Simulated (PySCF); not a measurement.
Gas-phase reaction: 6 SiH₃F + SiH₂ = 2 SiF₃ + 5 SiH₄

Computed with PySCF (xtb for GFN2) and rigid-rotor harmonic-oscillator thermochemistry at 1 bar. Table values come from the NASA 1993 polynomials. After a fit of one offset per element over all species, the range-separated, M06-2X, PBE0/def2-QZVP and CCSD(T)/def2-TZVPP enthalpies, where run, lie to one side of the table for SiH₃F (+16 kJ/mol), SiF₃ (+99 kJ/mol): a fault of the table's entry, another state or a shared error of the levels is possible; this was not checked at source. † marks an energy on the PBE0/def2-TZVP geometry and frequencies; other levels use their own. CCSD(T) freezes the core. Open shells (unrestricted): SiF₃ (multiplicity 2); the rest are closed-shell singlets. GFN2 has no spin-polarisation term. CCSD(T) isn't extrapolated to the basis-set limit. The table's entry may be an old estimate for SiH₃F, SiH₂, SiF₃ (not checked at source).

```json
[
 {"level": "table", "ΔH°(298 K), kJ": "14.9"},
 {"level": "CCSD(T)/def2-SVP†", "ΔH°(298 K), kJ": "39.9"},
 {"level": "CCSD(T)/def2-TZVPP†", "ΔH°(298 K), kJ": "37.3"},
 {"level": "GFN2-xTB", "ΔH°(298 K), kJ": "372.6"},
 {"level": "M06-2X/def2-TZVP†", "ΔH°(298 K), kJ": "[?]"},
 {"level": "PBE0/def2-SVP†", "ΔH°(298 K), kJ": "[?]"},
 {"level": "PBE0/def2-TZVP", "ΔH°(298 K), kJ": "[?]"}
]
```

Q: Complete the blanks.

A: 
- M06-2X/def2-TZVP†, ΔH°(298 K), kJ: 28.7
- PBE0/def2-SVP†, ΔH°(298 K), kJ: 2.1
- PBE0/def2-TZVP, ΔH°(298 K), kJ: -1.1
